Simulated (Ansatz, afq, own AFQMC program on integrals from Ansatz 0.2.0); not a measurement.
AFQMC on a folder of integrals that Ansatz 0.2.0 wrote.

```yaml
crystal:
  periodic: [false, false, false]
  atoms:
    - {symbol: Si, position_ang: [0.000000, 0.000000, 0.000000]}
    - {symbol: C, position_ang: [0.000000, 0.000000, 1.709998]}
basis:
  gaussian: {orbitals: 6-31G}
magnetization: {spin_polarized: true, initial_magnetization: 2}
correlation: {method: ccsd_t, electrons: outside_noble_gas, hamiltonian_folder: ham}
```

```sh
$ ansatz run in.yaml --threads 1 --pin off --events-out ev --progress --plain --max-ram 16896MiB --backend cuda --devices 0, --max-vram 18GiB
```

Options of the walk:

```
--method free --trial cisd --walkers 4000 --time-step 0.03 --max-blocks 4000 --target-error 0.00034 --factor-cut 1e-05 --seed 5199 --times 0,0.3,0.6,1.2,1.8,2.4,3.6,4.8,6 --taylor-order 8
```

Times are imaginary, in 1/Eh. The walk had a cap of 61 s.

```
orbitals 16  electrons 5 3  factors 91 of 267
reference energy -326.57277487 Eh
CCSD correlation -0.10844547 Eh in 15 cycles, weight of the determinant in the CISD state 0.7408
repeat  energy at the last time / Eh  error
    10  -326.687468  0.000183
    20  -326.687656  0.000155
    30  -326.687743  0.000138
time / (1/Eh)  energy / Eh  error  mean overlap
  0.00  -326.681110  0.000043  1.3501
  0.30  -326.683522  0.000047  1.3497
  0.60  -326.684836  0.000061  1.3512
  1.20  -326.686178  0.000067  1.3566
  1.80  -326.686816  0.000084  1.3614
  2.40  -326.687088  0.000081  1.3661
  3.60  -326.687366  0.000091  1.3787
  4.80  -326.687546  0.000102  1.3914
  6.00  -326.687740  0.000134  1.4016
energy -326.687740 +/- 0.000134 Eh
```

Problem. Estimate how long the walk took on 1 × NVIDIA H100 80GB HBM3 with 2 threads of AMD EPYC 7R13 Processor (Zen 3), with other jobs on the host (the card was shared).

Solution. 15 s of wall time.

The run failed at least one of its tests; the cautions name the faults.

Against this walk (error 3.6 meV) on the same determinant: CCSD(T) 64.6 meV higher, CCSDT(Q) 1.5 meV higher (within the noise), CCSDTQ 6.3 meV lower (within the noise), full CI 9.7 meV lower. The error is statistical, and a free projection of finite length keeps a remainder of its start. The determinant has ⟨S²⟩ = 2.55, so the low cluster orders mix in higher spin, and so can this walk. The projection is still falling at its last time (meV from the last point: 25.2 ± 2.3 at 1.80, 17.7 ± 2.2 at 2.40, 10.2 ± 2.5 at 3.60, 5 ± 3 at 4.80, 0 ± 4 at 6.00), so its energy is a cut-off value, and the gaps above aren't errors of the other methods. The determinant is a poor start (see the cautions), so the low cluster orders aren't to be relied on, and full CI is the sure value.

Cautions: remainder of the start not in the error; start not forgotten; start is not spin pure; lower spins were not checked; strong correlation (T1 0.097, weight of the determinant 0.74, largest double 0.18); unrestricted determinant spin contaminated (⟨S²⟩ 2.55 against 2.00).

CCSDT and higher add their correlation energy to the determinant of the CCSD(T) run, since their own runs factorise the integrals more tightly (a shift of under 2 meV). A walk keeps the symmetry of its determinant, which the program's search chose and which needn't be the lowest solution, so a lower state of the same spin and another symmetry isn't excluded.
